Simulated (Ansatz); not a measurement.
Results of PBE0 in Ansatz (PAW) for antiferromagnetic (type II) rock-salt MnO.

From the output:

```
WARN output.stress: scf.convergence.dr2_threshold = 1e-7 eV (the SCF's general default) is looser than the 4e-10 eV advised for a printed stress (1e-10 eV for …
WARN output.stress: scf.exx.energy_threshold = 1e-6 eV is looser than the 4e-8 eV advised for a stress under a hybrid functional (1e-8 eV for each atom of the …
Crystal: 4 atoms, lattice volume = 44.068 Å³
Basis set: ecut = 500 eV, 1105 PW (Γ), FFT grids on a1−a3, a2−a3, a3, exchange–correlation on 48×48×80 points (8 copies of the dense FFT grid, shifted against one another)
Bands: 32, of which v1, the nominal top of the filled ones, is band 21 counted from 1 (20 counted from 0)
Symmetry: 24 space group operations
Space group: Fm-3m (ITA 225), of the structure as read, at distance tolerance 3.5e-5 Å
k-points: 116 of 1000
Initial density: superposition of atomic densities (chi_scale 0.1, normalization cell, long waves kept (reshape's long-wave potential 0.00 eV rms))
Functional: x = pbe(κ = 0.804, μ = 0.2195149727645171), c = pbe(β = 0.06672455060314922), warm-up for x = 0.75 pbe(κ = 0.804, μ = 0.2195149727645171) + 0.25 exact, c = pbe(β = 0.06672455060314922)
spin=Collinear: Kerker preconditioning applied to the charge; magnetization (m = ρ↑ − ρ↓) channel mixes plain (no charge-response kernel on spin).
SCF 1 converged in 15 iterations: F = -8932.366685 eV  dr2 = 3.09e-11
Crystal: 4 atoms, lattice volume = 44.068 Å³
Initial density: handed on by an earlier stage of this run
Functional: x = 0.75 pbe(κ = 0.804, μ = 0.2195149727645171) + 0.25 exact, c = pbe(β = 0.06672455060314922)
SCF 2 converged in 8 iterations: F = -8933.217462 eV  dr2 = 2.85e-9
Crystal: 4 atoms, lattice volume = 44.068 Å³
Crystal: 4 atoms, lattice volume = 44.068 Å³
SCF 4 converged in 12 iterations: F = -8933.438338 eV  dr2 = 5.17e-10
hybrid outer 3: dexx = +1.169e-5 eV, tail = 4.92e-8 eV, magnetization grown 1.0068 times (not accepted), Δε = 1.63e-2 eV (about 3.34e-4 eV left of the loop's levels)
Crystal: 4 atoms, lattice volume = 44.068 Å³
SCF 5 converged in 2 iterations: F = -8933.438339 eV  dr2 = 1.63e-10
Magnetization: 10.0000 μB (26.0000 up, 16.0000 down)
Free energy (F): -8933.438339 eV
Internal energy: -8933.438339 eV  (E = F + TS)
E sigma→0 (E₀):  -8933.438339 eV
Fermi energy:    12.662989 eV
--- Forces (eV/Å), atoms counted from 1 ---
  atom   1  Mn     0.00000000     0.00000000    -0.00000000
  atom   2  Mn     0.00000000     0.00000000    -0.00000000
  atom   3  O      0.00000000    -0.00000000     0.00000000
  atom   4  O      0.00000000    -0.00000000     0.00000000
--- Stress (GPa, compression-positive) ---
        0.575118       0.000079       0.000079
        0.000079       0.575118       0.000079
        0.000079       0.000079       0.575118
  P = ⅓ Tr σ = 0.5751 GPa (5.751 kbar)
```

Q: Write an input file that could have produced this run (the log leaves some choices open).

A: One answer among several that fit: 
Ansatz 0.2 input:
```yaml
crystal:
  lattice:
    - [4.4502465251, 2.2251210006, 2.2251210006]
    - [2.2251210006, 4.4502465251, 2.2251210006]
    - [2.2251210006, 2.2251210006, 4.4502465251]
  atoms:
    - { symbol: Mn, position: [0.0, 0.0, 0.0], spin: 5.0 }
    - { symbol: Mn, position: [0.5, 0.5, 0.5], spin: 5.0 }
    - { symbol: O, position: [0.25, 0.25, 0.25] }
    - { symbol: O, position: [0.75, 0.75, 0.75] }
kpoints:
  mp_grid: { grid: [10, 10, 10] }
hamiltonian:
  xc: pbe0
  pseudopotentials: { kind: paw }
  dispersion: none
scf:
  occupations: { method: fermi_dirac, width: 0.05 }
output:
  forces: true
  stress: true
  eigenvalues: true
magnetization:
  spin_polarized: true
basis:
  ecutwfc: 500
  ecutrho_ratio: 4
  xc_grid: 2
```

The PAW data were made under PBE.

Note: the magnetic order was assumed, not searched for or taken from measurement. Note: exact exchange on metals is sensitive to the k mesh and can open a false gap. Note: cell and atoms aren't relaxed at this level (pressure 0.6 GPa).

Ansatz is a program for electronic structure.
